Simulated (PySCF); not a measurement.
## Proton affinity of carbon dioxide, site by site

Molecule: `O=C=O` (CO2). Atom numbers as in the mapped SMILES `[O:1]=[C:2]=[O:3]`.

These are calculated values, ωB97X-D3(BJ)/def2-TZVP in PySCF (grid level 2) at geometries from PBE0-D3(BJ)/def2-SVP. Thermal corrections: PBE0-D3(BJ)/def2-SVP frequencies, unscaled, ideal gas at 298.15 K and 1 bar, quasi-RRHO entropy.

| site | product | PA / kJ/mol | GB / kJ/mol |
| --- | --- | --- | --- |
| O1 (carbonyl oxygen) | `O=C=[OH+]` | 543 | 518 |

PA is −ΔH and GB is −ΔG of B + H⁺ → BH⁺ in the gas phase.

Measured values (NIST Chemistry WebBook, evaluated or the median of agreeing entries): proton affinity (−ΔH) 541 kJ/mol (computed 543, difference 2); gas-phase basicity (−ΔG) 516 kJ/mol (computed 518, difference 2).

Hardware: 1 thread of Arm Neoverse V1, shared with other jobs. Command: `OMP_NUM_THREADS=1 python redox_run.py task.json out`. Structures, frequencies and single points: 18 s.
